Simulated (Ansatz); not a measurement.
C₂H₅N, SMILES `CC=N`. Total charge 0; spin multiplicity 1.

```csv
atom,x (Å),y (Å),z (Å)
C1,0.0628,0.7432,0.3407
C2,0.3405,-0.5225,-0.4011
N3,-0.4288,-1.5104,-0.5658
H4,0.1707,1.6045,-0.3256
H5,-0.9427,0.7477,0.7660
H6,0.7903,0.8774,1.1470
H7,1.3351,-0.5941,-0.8546
H8,-1.3279,-1.3459,-0.1066
```

Task: List the harmonic frequencies (cm⁻¹, unscaled) at PBE0-D4/def2-TZVP in Ansatz. (Best estimate.)

Result: Computed: 181, 489, 694, 919, 1070, 1075, 1148, 1276, 1387, 1426, 1462, 1468, 1755, 3041, 3073, 3107, 3137, 3434.

Task: Is this a minimum?

Result: Yes, all 18 modes are real.

Task: Give the ideal-gas thermochemistry at 298.15 K and 1 bar (rigid rotor, harmonic oscillator; point group Cs, symmetry number 1).

Result: Zero-point energy 180.3 kJ/mol; H(298) − E = 193.1 kJ/mol; entropy 262.7 J/(mol·K), of which translation 155.8, rotation 91.3, vibration 15.6; G(298) − E = 114.8 kJ/mol.
